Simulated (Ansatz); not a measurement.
Process, species as SMILES: ClCCl + 2 [H][H] (H2) → C (CH4) + 2 Cl (HCl)
B3LYP-D3(BJ)/def2-TZVP geometries, fixed; electronic energies without zero-point terms.
Largest species:
```xyz
5

C      0.0039     0.0052     0.7673
Cl    -0.0175     1.4825    -0.2263
Cl     0.0153    -1.4855    -0.2061
H     -0.8904    -0.0005     1.3784
H      0.9045     0.0193     1.3690
```

How fast the energy of full hydrogenation converges with the basis for several methods (Ansatz, a program for electronic structure): deviation from each method's own reference, in kcal/mol. References: CCSD(T) -44.96 kcal/mol, Hartree-Fock in cc-pV(Q+d)Z plus the correlation part extrapolated as X^-3 from cc-pV(T+d)Z and cc-pV(Q+d)Z; HF -52.30 kcal/mol, the value in aug-pcseg-3; MP2 -42.80 kcal/mol, Hartree-Fock in aug-cc-pV(Q+d)Z plus the correlation part extrapolated as X^-3 from aug-cc-pV(T+d)Z and aug-cc-pV(Q+d)Z; PBE -43.14 kcal/mol, the value in aug-pcseg-3; PBE0 -46.04 kcal/mol, the value in aug-pcseg-3; wB97M-V -44.92 kcal/mol, the value in aug-pcseg-3. All functions are spherical. In correlated methods cores are frozen. No added dispersion term, no relativity. Functionals ending in -V hold VV10 correlation. 

```json
[
 {"basis": "def2-SVP", "functions": "60", "CCSD(T)": "-5.52", "HF": "-4.87", "MP2": "-6.70", "PBE": "-0.37", "PBE0": "-1.84", "wB97M-V": "-2.13"},
 {"basis": "pcseg-1", "functions": "60", "CCSD(T)": "-4.90", "HF": "-5.10", "MP2": "-5.88", "PBE": "-1.74", "PBE0": "-2.66", "wB97M-V": "-3.03"},
 {"basis": "aug-pcseg-1", "functions": "95", "CCSD(T)": "-3.48", "HF": "-2.55", "MP2": "-4.38", "PBE": "-1.09", "PBE0": "-1.34", "wB97M-V": "-1.90"},
 {"basis": "6-311++G(2d,2p)", "functions": "117", "CCSD(T)": "-1.71", "HF": "-1.17", "MP2": "-3.09", "PBE": "-0.65", "PBE0": "-0.72", "wB97M-V": "-0.46"},
 {"basis": "pcseg-2", "functions": "126", "CCSD(T)": "-0.60", "HF": "-0.16", "MP2": "-1.48", "PBE": "0.03", "PBE0": "-0.02", "wB97M-V": "-0.34"},
 {"basis": "cc-pV(T+d)Z", "functions": "136", "CCSD(T)": "-1.51", "HF": "-0.14", "MP2": "-2.01", "PBE": "0.11", "PBE0": "0.00", "wB97M-V": "0.05"},
 {"basis": "def2-TZVPP", "functions": "143", "CCSD(T)": "-1.27", "HF": "0.00", "MP2": "-1.81", "PBE": "0.54", "PBE0": "0.34", "wB97M-V": "0.37"},
 {"basis": "def2-TZVPD", "functions": "147", "CCSD(T)": "2.36", "HF": "0.62", "MP2": "1.71", "PBE": "0.80", "PBE0": "0.78", "wB97M-V": "0.61"}
]
```

Mean absolute deviation over 6-311++G(2d,2p), pcseg-2, cc-pV(T+d)Z, def2-TZVPP, def2-TZVPD: wB97M-V 0.36, PBE0 0.37, HF 0.42, PBE 0.43, CCSD(T) 1.49, MP2 2.02 kcal/mol.
